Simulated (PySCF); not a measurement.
Two species compared at the same levels of theory.

First species: HPS.
Geometry (PBE0-D3(BJ)/def2-TZVP, Å), atoms numbered from 1 in this order:
```xyz
3
HPS angstrom
P     -0.2395    0.6769    0.0017
S      1.3930   -0.3349   -0.0202
H     -1.2379   -0.3653   -0.0226
```

Second species: C4H9Cl.
Atom-mapped SMILES: `[CH3:1][CH2:2][CH2:3][CH2:4][Cl:5]` (hydrogens: H6, H7, H8 on C1; H9, H10 on C2; H11, H12 on C3; H13, H14 on C4)

Levels: CAM-B3LYP/aug-cc-pVTZ for dipole moment, HOMO energy, LUMO energy, HOMO–LUMO gap, static isotropic polarisability and electronic spatial extent ⟨r²⟩ about the centre of nuclear charge; TDDFT CAM-B3LYP/aug-cc-pVTZ for lowest singlet excitation; TDA CAM-B3LYP/aug-cc-pVTZ for lowest triplet excitation (Tamm–Dancoff); PBE0-D3(BJ)/def2-TZVP for rotational constant A and rotational constant C. Geometries: PBE0-D3(BJ)/def2-TZVP. All species are isolated and taken at one optimised geometry, non-relativistic unless stated; the electronic structure was computed with PySCF and density fitting.

The conformers computed, where there is a choice (atom-mapped SMILES and torsion angles):
- `[CH3:1][CH2:2][CH2:3][CH2:4][Cl:5]`: C1–C2–C3–C4 180°, C2–C3–C4–Cl5 179°

(1) Which has the higher rotational constant C?

(2) Which has the higher LUMO energy?

(3) Which has the higher static isotropic polarisability?

(4) Which has the higher rotational constant A?

(5) Which of the two has the higher HOMO energy, and by how much?

(6) Which has the higher dipole moment?

(7) Which of the two has the higher T1 energy, and by how much?

(8) Which of the two has the higher ⟨r²⟩, and by how much?

Results:

(1) The first: 8.200 GHz against 1.272 GHz, a difference of 6.928 GHz.

(2) The second: 0.21 eV against -2.54 eV, a difference of 2.75 eV.

(3) The second: 66.4 au against 47.1 au, a difference of 19.3 au.

(4) The first: 262.871 GHz against 17.130 GHz, a difference of 245.741 GHz.

(5) The first: -8.17 eV against -9.71 eV, a difference of 1.54 eV.

(6) The second: 2.32 D against 1.43 D, a difference of 0.89 D.

(7) The second: 6.65 eV against 0.97 eV, a difference of 5.68 eV.

(8) The second: 909 bohr² against 174 bohr², a difference of 735 bohr².

On the first: In wavenumbers S1 is 12700 cm⁻¹ (1 eV = 8065.54 cm⁻¹). The vertical singlet–triplet gap S1 − T1 is 0.61 eV (TDDFT singlet less Tamm–Dancoff triplet; S1: HOMO→LUMO, weight 0.99; T1: HOMO→LUMO, weight 0.98). Isolated species at its PBE0-D3(BJ)/def2-TZVP geometry, gas phase.

On the second: The polarisability is 9.85 Å³ as a volume (1 au = 0.148185 Å³), or 1.33 au for each of the 50 electrons. The vertical singlet–triplet gap S1 − T1 is 0.64 eV (TDDFT singlet less Tamm–Dancoff triplet). One conformer (not necessarily the lowest) at the PBE0-D3(BJ)/def2-TZVP geometry, without solvent, vibrations or thermal averaging.
